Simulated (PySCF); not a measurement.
**Name the molecule from its bond curve**

A diatomic of charge +1 contains H. Its doublet curve at PBE0 in a double-zeta basis (spin-free X2C with a Gaussian nucleus, PySCF), in eV from the separated fragments:

(R (Å), E (eV)): (1.058, -2.098), (1.107, -2.329), (1.156, -2.464), (1.193, -2.515), (1.230, -2.530), (1.267, -2.516), (1.316, -2.461), (1.378, -2.349), (1.451, -2.172), (1.550, -1.901)

The fit gives ωe = 2511 cm⁻¹ and the rotational constant Bₑ = 12.07 cm⁻¹.

Problem. Which atom is the partner?

Solution. The minimum lies at 1.230 Å, so the reduced mass is 16.8576 u Å² cm⁻¹/(Bₑ·Re²) = 0.9232 u. With H at 1.01 u the partner weighs about 10.7 u: B. The molecule is BH⁺.

The state was picked by a PBE0 search and need not be the measured ground state.
